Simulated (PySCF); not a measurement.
**J couplings in allene**

Geometry:
```csv
atom,x (Å),y (Å),z (Å)
C1,-1.293,-0.002,0.003
C2,0.000,0.000,-0.004
C3,1.294,0.004,-0.011
H4,-1.858,0.622,0.677
H5,-1.863,-0.629,-0.664
H6,1.856,0.678,-0.637
H7,1.867,-0.667,0.609
```

Couplings: B3LYP/pcJ-1 in PySCF 2.14, geometry GFN2-xTB; gas phase, one conformer, non-relativistic. Couplings are averaged over pairs made equivalent by symmetry, fast rotation or ring inversion, so a value needn't be that of the named pair in this geometry, while other rotamers aren't included; one pair stands for each set, and the list holds those of at least 0.8 Hz over up to four bonds.

Isotopes: ¹³C, ¹H.

| pair | bonds | J (Hz) |
| --- | --- | --- |
| C1, C2 | 1 | 116.1 |
| C1, H4 | 1 | ? |
| C1, C3 | 2 | ? |
| C2, H4 | 2 | -3.6 |
| H4, H5 | 2 | -15.4 |
| C1, H6 | 3 | 7.9 |
| H4, H6 | 4 | -8.9 |

Question: Estimate the withheld couplings, with signs.

Answer: 
- ¹J(C1,H4) = 174.5 Hz (bond length 1.078 Å, sp2 carbon)
- ²J(C1,C3) = 9.7 Hz (angle at C2 180°)
